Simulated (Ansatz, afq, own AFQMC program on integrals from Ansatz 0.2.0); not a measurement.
Integrals from Ansatz 0.2.0, then the random walk in our own AFQMC program (afq).

```yaml
crystal:
  periodic: [false, false, false]
  atoms:
    - {symbol: B, position_ang: [0.000000, 0.000000, 0.000000]}
    - {symbol: N, position_ang: [0.000000, 0.000000, 1.275000]}
basis:
  gaussian: {orbitals: 6-31G}
total_charge: 1
magnetization: {spin_polarized: false, initial_magnetization: 1}
correlation: {method: ccsd_t, electrons: outside_noble_gas, hamiltonian_folder: ham}
```

```sh
$ ansatz run in.yaml --threads 1 --pin off --events-out ev --progress --plain --max-ram 16896MiB --backend cuda --devices 0, --max-vram 18GiB
```

Options of the walk:

```
--method phaseless --trial cisd --walkers 2 --populations 1 --least-time 40 --time-step 0.005 --steps-per-block 10 --equilibration-blocks 200 --max-blocks 1200 --target-error 0.00064 --factor-cut 1e-05 --start determinant --seed 4552 --release-times 0.3,0.6,0.9,1.2 --release-step 0.02 --release-every 20 --taylor-order 8
```

Times are imaginary, in 1/Eh. The walk had a cap of 60 s.

```
orbitals 16  electrons 4 3  factors 93 of 258
reference energy -78.48379052 Eh
CCSD correlation -0.17733744 Eh in 21 cycles, weight of the determinant in the CISD state 0.6945
energy of the start -78.661131 Eh
 block  time / (1/Eh)  mean weight  energy / Eh
     1     0.050  0.9999  -78.660804
     2     0.100  1.0035  -78.659931
     3     0.150  0.9946  -78.662482
     4     0.200  0.9995  -78.661233
     5     0.250  1.0032  -78.661858
     8     0.400  1.0029  -78.661273
    19     0.950  1.0064  -78.696149
    73     3.650  1.0057  -78.656352
   127     6.350  0.9893  -78.658653
   181     9.050  1.0012  -78.819880
   235    11.750  1.0025  -78.629440
   289    14.450  0.9989  -78.651806
   325    16.250  0.9783  -79.917705
   343    17.150  0.9896  -78.630546
   397    19.850  0.9968  -78.650453
   451    22.550  1.0060  -78.708576
   505    25.250  1.0053  -78.673883
   541    27.050  1.0012  -78.623719
   559    27.950  0.9970  -78.624350
   613    30.650  0.9986  -78.656704
   667    33.350  0.9972  -78.652525
   721    36.050  1.0050  -78.657963
blocks merged  error / Eh  count
     1  0.008140  535
     2  0.010589  267
     4  0.014326  133
     8  0.018545  66
    16  0.025807  33
    32  0.026121  16
    64  0.034505  8
released: time / (1/Eh)  energy / Eh  error  mean overlap
  0.30  -78.678205  0.020260  1.1604
  0.60  -78.685413  0.017796  1.2164
  0.90  -78.666512  0.013838  1.2231
  1.20  -78.664679  0.014332  1.2732
energy -78.690996 +/- 0.026121 Eh
(rows thinned)
```

The time cap ended the run before it passed its tests.

Against this walk (error 710.8 meV) on the same determinant: CCSD(T) 258.3 meV higher (within the noise), CCSDT(Q) 339.6 meV higher (within the noise), CCSDTQ 297.9 meV higher (within the noise), full CI 302.0 meV higher (within the noise), a separate phaseless walk with a CISD trial and standard settings 443.2 ± 710.8 meV higher (within the noise). The error is statistical and leaves out the bias of the constraint.

A setting was made bad on purpose (too few walkers), so the walk's energy isn't to be trusted.

Cautions: constraint bias not in the error; error not settled; error above the target (710.8 against 17.4 meV); a spin-contaminated unrestricted determinant lies lower (UHF 2.19 eV lower, ⟨S²⟩ 1.88); the search met a lower determinant of the same kind, perhaps of another symmetry (189 meV lower); strong correlation (T1 0.138, weight of the determinant 0.69, largest double 0.23); (T) is large, 11 % of the CCSD correlation; the next higher spin lies close (full CI puts it 90 meV above); the sampling time fell short of the least asked; so few walkers bias the energy.

CCSDT and higher add their correlation energy to the determinant of the CCSD(T) run, since their own runs factorise the integrals more tightly (a shift of under 2 meV).
